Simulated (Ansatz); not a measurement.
A made-up structure of CH3S2 (charge -1), singlet:

```xyz
6
angstrom
C -0.2241 0.3277 -0.1281
S -0.3585 -0.7007 1.0023
S 1.1835 -1.2421 0.1946
H -1.0155 0.6739 0.2235
H 0.7144 1.0429 -0.0660
H -0.2998 -0.1018 -1.2263
```

It is relaxed with PBE-D4/def2-SVPD and then PBE0-D4/def2-TZVPD (Ansatz 0.2.0). Atoms count as bonded within 1.22 times the sum of their covalent radii (H–H: 0.88 Å). The end point is not checked to be a true minimum.

Does its bonding change? (Judge from chemistry; the calculation decides.)

The calculation gives: Yes. Formed: none; broken: C1–S3.

Where it ends: The first stage lowers the energy by 5.92 eV in 9 steps. It ends as CH₃S₂ ([CH3][S][S]), total charge -1:
```
6
angstrom
C -0.3293 0.4639 -0.1704
S -0.1466 -0.8904 1.0067
S 1.5883 -1.7991 0.3890
H -1.2420 1.0181 0.0795
H 0.5339 1.1340 -0.1150
H -0.4043 0.0734 -1.1897
```

Labels in which every atom is bracketed show which atoms are joined, not bond orders.

For scale, one of the runs: PBE0-D4/def2-TZVPD relaxation, 156 basis functions, launched by `ansatz run in.yaml --threads 2 --pin off --events-out ev --progress --plain --max-ram 4352MiB`. The run took about 19 s on 2 CPU threads of an Arm Neoverse V2 (shared host).
